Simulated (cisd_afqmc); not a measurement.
Input (AFQMC/CISD/aug-cc-pVDZ; cisd_afqmc is a phaseless AFQMC code with CISD trial states that reads the integrals written by Ansatz):

Ansatz 0.2 input:
```python
import cisd_afqmc

open("ham.yaml", "w").write("""\
crystal:
  periodic: [false, false, false]
  atoms:
    - {symbol: F, position_ang: [0.00000000, 0.00000000, 0.00000000]}
basis:
  gaussian:
    orbitals: aug-cc-pVDZ
total_charge: -1
magnetization: {spin_polarized: false}
correlation: {method: ccsd, electrons: outside_noble_gas, hamiltonian_folder: ham}
scf: {lower_state_search: full}
""")
rep = cisd_afqmc.ansatz("ham.yaml")
e_ccsd = rep["correlation"]["coupled_cluster"]["energy"]["hartree"]
out = cisd_afqmc.run("ham", e_ccsd, trial="CISD", walkers=200, populations=8, threads=8, dt=0.005, steps=40, early=24, settle=10, least=32,
    cut=5e-5, rank_cut=2e-4, target=0.0004, seconds=1500, seed=1, memory=12960, gpu=False)
```

Output:

```
orbitals 22, occupied [4], factors 107 of 122, rank of the doubles 56 of 72
E(HF) = -99.428282
E(CCSD) on the cut factors = -99.662679, shift to the whole factors -0.000009
Energy of the trial state on the determinant = -99.662879
  tau behind 7.2 of longer steps, mean of the populations' last blocks
   2.0  -99.67012
   4.0  -99.66878
   6.0  -99.66993
   8.0  -99.67021
blocks 352 (1 outliers left out), error by blocks joined: 1: 0.00017, 2: 0.00020, 4: 0.00023, 8: 0.00025, 16: 0.00026
E(AFQMC/CISD) = -99.66965 +/- 0.00026
```
